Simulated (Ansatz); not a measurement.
A nudged elastic band was laid between two geometries of FH3OSi (6 atoms, charge 0, multiplicity 1).

The calculation used RKS B3LYP-D4/def2-SVP in Ansatz 0.2.0.

```yaml
movable_images: 7
climbing_image: yes
spring: 50.0 eV/Å²
optimiser: quadratic models (default)
start_path: through a guess of the saddle point
force_threshold: 0.05 eV/Å
iteration_limit: 60
end_points: relaxed
```

Initial state:

```xyz
6
Properties=species:S:1:pos:R:3
Si 0.153 0.027 0.166
F 0.300 0.174 1.779
H 1.510 -0.310 -0.339
H -0.380 1.294 -0.378
O -0.953 -1.142 -0.209
H -0.737 -2.059 0.000
```

Final state:

```xyz
6
Properties=species:S:1:pos:R:3
Si -0.016 -0.027 -0.761
F 1.247 0.124 1.388
H 2.032 0.011 0.897
H -1.068 0.903 -0.113
O -0.745 -1.506 -0.458
H -1.557 -1.520 0.066
```

Problem. Which bonds break or form, and what moves?

Solution. Bonds broken: Si1–F2, Si1–H3. Bonds formed: F2–H3. FH3OSi becomes FH + H2OSi.

Problem. Give the energies along the band, and the barrier.

Solution. The forces met the threshold. The highest image is number 6 of 0 to 8, 3.62 eV above the first end and 0.48 eV above the last; the last end lies 3.14 eV above the first. The profile has 2 maxima (images 1, 6) with wells between them (image 3): this band takes more than one step, which may be the mechanism or a detour left from its start path. Neighbouring images differ by up to 1.7 eV, so the band resolves the path poorly. Another band between the same ends (7 images) ends at a top of the same energy, where a vibrational analysis finds 1 clearly imaginary mode. The orbitals stay closed-shell, which can raise the energy where a bond breaks towards radicals; this wasn't checked here.

```
image  path coordinate (Å)  energy (eV)  Si1–F2 (Å)  Si1–H3 (Å)  F2–H3 (Å)
    0                 0.00         0.00        1.63        1.49       2.49
    1                 0.46         0.04        1.63        1.49       2.50
    2                 0.92         0.04        1.63        1.48       2.53
    3                 1.37         0.00        1.63        1.48       2.52
    4                 1.83         0.44        1.63        1.47       2.12
    5                 2.29         2.18        1.74        1.49       1.63
    6                 2.75         3.62        2.00        1.65       1.18
    7                 3.19         3.21        2.35        2.10       0.95
    8                 3.64         3.14        2.50        2.63       0.93
```

Problem. What is the geometry of the highest image?

Solution. 
```xyz
6
Properties=species:S:1:pos:R:3:forces:R:3
Si 0.189 -0.069 -0.331 0.00 0.03 0.03
F 1.082 0.086 1.451 -0.02 -0.01 0.00
H 1.652 0.053 0.418 0.02 0.00 -0.02
H -0.883 0.981 -0.150 0.00 0.00 -0.01
O -0.611 -1.523 -0.323 0.01 -0.04 -0.01
H -1.536 -1.543 -0.046 -0.01 0.02 0.01
```

Time of the run: 51 s on 1 thread of AMD EPYC 9R45 96-Core Processor (Zen 5), on a shared host, peak memory 0.13 GiB.
